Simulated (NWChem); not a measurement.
# methylamine (CH5N); SMILES CN

```xyz
7

C     -0.0088    -0.6958     0.0000
N     -0.0944     0.7480     0.0000
H     -0.5301    -1.1014    -0.8817
H     -0.5301    -1.1014     0.8817
H      1.0146    -1.1279     0.0000
H      0.3796     1.1347    -0.8133
H      0.3796     1.1347     0.8133
```
Atoms are numbered in this order, from 1.

All runs: NWChem. The geometry was optimised at PBE0/def2-SVP.

For level PBE0/def2-TZVPD:

```
Quantity                     Result
---------------------------  ------
highest occupied level (eV)   -6.89
orbital gap (eV)               7.29
```

Q: Estimate the same quantities for level LDA (Slater exchange, VWN5)/def2-TZVPD.

A: 
| Quantity | Result |
|---|---|
| highest occupied level (eV) | -5.47 |
| orbital gap (eV) | 5.19 |
